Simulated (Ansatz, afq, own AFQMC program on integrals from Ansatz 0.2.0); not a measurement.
# HBr + O, triplet: a scan with AFQMC

```yaml
atoms:
  - { symbol: Br, position_ang: [0.0000, 0.0000, -1.3929] }
  - { symbol: H, position_ang: [0.0000, 0.0000, 0.0277] }
  - { symbol: O, position_ang: [0.0000, 0.0000, 1.3651] }
```

A hydrogen atom is moved from one rigid fragment to the other; the Br1–H2 distance tells how far. The two fragments are held close together, so this isn't a minimum-energy path and the start is a compressed complex. Energies in eV count from this geometry (1.421 Å) at the same level; the start stands on UHF, each point on the determinant named.

Basis cc-pVTZ. Only valence electrons are correlated. Integrals, coupled cluster, full CI and functionals: Ansatz 0.2.0; the random walks run on the same integrals in our own AFQMC program. The CISD trial takes its coefficients from CCSD amplitudes. Released means that phaseless walkers are propagated on without the constraint, phases kept. ± is one standard error of the sampling. No spin–orbit coupling.

Cautions, each for one point or more: inner d shell frozen; lower spins were not checked; no relativity below Rb; no spin-orbit coupling; the ph-AFQMC/CISD walk drifts between its halves; unrestricted determinant slightly spin contaminated.

| r(Br1–H2) / Å | det. | T1 | weight | ⟨S²⟩ | MP2 | PBE0 | CCSD(T) |
| --- | --- | --- | --- | --- | --- | --- | --- |
| 1.520 | UHF | 0.023 | 0.87 | 2.06 | -0.007 | -0.130 | -0.066 |
| 1.569 | UHF | 0.023 | 0.87 | 2.07 | -0.055 | -0.195 | -0.121 |
| 1.619 | UHF | 0.020 | 0.87 | 2.07 | -0.169 | -0.270 | -0.204 |
| 1.669 | UHF | 0.016 | 0.88 | 2.06 | -0.323 | -0.348 | -0.306 |
| 1.768 | UHF | 0.013 | 0.88 | 2.03 | -0.550 | -0.433 | -0.465 |

Question: Estimate the curve of CCSDT(Q), counted from the same start.

Answer: 
| r(Br1–H2) / Å | det. | T1 | weight | ⟨S²⟩ | CCSDT(Q) | ph-AFQMC/CISD |
| --- | --- | --- | --- | --- | --- | --- |
| 1.520 | UHF | 0.023 | 0.87 | 2.06 | -0.072 | -0.061 ± 0.006 |
| 1.569 | UHF | 0.023 | 0.87 | 2.07 | -0.127 | -0.105 ± 0.006 |
| 1.619 | UHF | 0.020 | 0.87 | 2.07 | -0.210 | -0.194 ± 0.006 |
| 1.669 | UHF | 0.016 | 0.88 | 2.06 | -0.310 | -0.300 ± 0.005 |
| 1.768 | UHF | 0.013 | 0.88 | 2.03 | -0.462 | -0.457 ± 0.005 |

Weight is that of the determinant in the CISD state; at the start T1 is 0.020 and the weight 0.88, and ⟨S²⟩ is 2.03. Largest departures from CCSDT(Q), at the points where its series has closed: CCSD(T) 0.007 eV at 1.569 (on UHF), ph-AFQMC/CISD 0.023 eV at 1.569 (on UHF), MP2 -0.088 eV at 1.768 (on UHF), PBE0 -0.067 eV at 1.569. Functionals count only at points shown to share the start's state and spin. In total energy ph-AFQMC/CISD lies 18 ± 4 meV above CCSDT(Q) at the start, so its agreement along the curve rests in part on cancellation.

CCSDT and higher add their correlation energy to the determinant of the CCSD(T) run, since their own runs factorise the integrals more tightly (a shift of under 2 meV). A walk keeps the symmetry of its determinant, which the program's search chose and which needn't be the lowest solution, so a lower state of the same spin and another symmetry isn't excluded.
